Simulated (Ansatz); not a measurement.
# C2H2B radical: a rigid scan of the bond length C3–H5

Aim: the energy along the bond length C3–H5, from CCSD(T) and from cheaper methods, relative to the minimum. No other atom is relaxed.

The runs use Ansatz 0.2.0, Gaussian basis; single points in def2-TZVPP.

Levels: PBE-D4, r2SCAN-D4, PBE0-D4, B3LYP-D4, wB97M-V, Hartree-Fock, MP2, CCSD, CCSD(T). The scan takes 0.938, 0.975, 1.029, 1.093, 1.163, 1.239, 1.319, 1.404 Å.

Correlated methods freeze the cores. Orbitals are unrestricted. B3LYP uses VWN-RPA correlation.

29 further runs of the same task are left out: 29 set aside as unsound or not needed.

## (1) The starting structure

The minimum, relaxed at PBE0-D4: SMILES `[BH]C#C`, 5 atoms, charge 0, spin multiplicity 2.

Atoms are counted from 1 here; the program's logs count them from 0.

Bond lengths: B1–C2 1.447 Å, B1–H4 1.181 Å, C2–C3 1.221 Å, C3–H5 1.066 Å. Angles: C2–B1–H4 140.7°, B1–C2–C3 174.8°, C2–C3–H5 179.8°.

Coordinates:

```xyz
5

B    -0.9953    0.8796   -0.3996
C     0.0318   -0.0080    0.1021
C     0.8786   -0.7150    0.6260
H    -1.5332    1.1776   -1.4080
H     1.6181   -1.3342    1.0795
```

Energies of the minimum (eV), from earlier single points: PBE-D4 -2775.64717, r2SCAN-D4 -2777.85923, PBE0-D4 -2775.88164, B3LYP-D4 -2779.97799, wB97M-V -2778.24377, CCSD(T) -2772.84763.

At the minimum the bond length C3–H5 is 1.066 Å.

## (2) C3–H5 = 0.938 Å

The input, ccsdt-tzvpp/in.yaml:

```yaml
crystal:
  periodic: [false, false, false]
  atoms:
    - {symbol: B, position_ang: [-0.995346, 0.879566, -0.399640]}
    - {symbol: C, position_ang: [0.031777, -0.008033, 0.102115]}
    - {symbol: C, position_ang: [0.878647, -0.714980, 0.626023]}
    - {symbol: H, position_ang: [-1.533165, 1.177633, -1.407984]}
    - {symbol: H, position_ang: [1.529457, -1.259959, 1.025134]}
basis:
  gaussian: {orbitals: def2-TZVPP}
magnetization: {spin_polarized: true, initial_magnetization: 1}
correlation: {method: ccsd_t}
scf: {omitted_lower_state_checks: [cluster_reference]}
```

No record of the launch command was kept for these runs.

The runs that follow: C3–H5 = 0.975 Å; C3–H5 = 1.029 Å; C3–H5 = 1.093 Å; C3–H5 = 1.163 Å; C3–H5 = 1.239 Å; C3–H5 = 1.319 Å; C3–H5 = 1.404 Å.

What does the calculation give? Wanted: highest point, CCSD(T); lowest point, CCSD(T); minimum along the scan, CCSD(T); RMS deviation from CCSD(T); largest T1 diagnostic.

The runs gave:

| quantity | value |
| --- | --- |
| highest point, CCSD(T) | 1276 meV at 1.404 Å |
| lowest point, CCSD(T) | 0 meV at 1.066 Å |
| minimum along the scan, CCSD(T) | 1.065 Å |
| curvature there | 40.1 eV/Å² |
| RMS deviation from CCSD(T) | PBE-D4 40, r2SCAN-D4 9, PBE0-D4 11, B3LYP-D4 13, wB97M-V 15, Hartree-Fock 90, MP2 53, CCSD 14 meV |
| largest T1 diagnostic | 0.045 |

What this shows: A polynomial through the near points puts the CCSD(T) minimum 0.001 Å below the PBE0-D4 value. The well is lopsided: squeezing costs more than stretching by the same length. Curvature against CCSD(T): PBE-D4 -4 %, Hartree-Fock +8 %. The curve of r2SCAN-D4 lies nearest to CCSD(T), that of Hartree-Fock farthest. 1 further points are left out, because the reference changes its state there. The unrestricted reference is spin-contaminated, which hurts MP2 most.
